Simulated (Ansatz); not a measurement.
This geometry of BH₅OS (8 atoms, charge 0, multiplicity 1) is a first-order saddle point.

All numbers below come from UKS BLYP/6-31G in Ansatz.

```xyz
8
Properties=species:S:1:pos:R:3
B -0.367 -0.581 -0.461
S 1.580 0.547 -0.184
H -0.083 -1.742 -0.384
H -0.859 -0.103 -1.437
H 0.390 0.674 0.899
O -0.854 0.072 0.869
H 1.253 1.693 -0.902
H -1.060 -0.560 1.600
```

Which two structures does it join? (They come from a converged band through this point; their orientation in space is the band's.)

Bonds broken: B1–S2, H5–O6. Bonds formed: S2–H5. BH5OS becomes BH3O + H2S.

First end point:

```xyz
8
Properties=species:S:1:pos:R:3
B -0.089 -0.459 -0.549
S 1.646 0.424 -0.523
H 0.034 -1.641 -0.364
H -0.864 -0.065 -1.371
H -0.020 0.554 1.466
O -0.766 0.118 0.971
H 1.306 1.621 -1.148
H -1.246 -0.552 1.517
```

Last end point:

```xyz
8
Properties=species:S:1:pos:R:3
B -1.054 -1.206 -0.462
S 1.902 2.074 0.541
H -1.832 -2.087 -0.208
H -0.734 -0.900 -1.571
H 0.945 1.052 0.495
O -0.463 -0.469 0.557
H 1.940 2.231 -0.840
H -0.704 -0.695 1.487
```

How far does it lie above each of them?

0.59 eV above the first and 0.86 eV above the second. This is the barrier of this one path; another mechanism may lie lower. The orbitals stay closed-shell, which can raise the energy where a bond breaks towards radicals; this wasn't checked here. Limits of this set-up: no polarisation functions.

Run time: 2.9 min on 1 thread of Arm Neoverse V2, with other jobs on the host, peak memory 0.1 GiB.
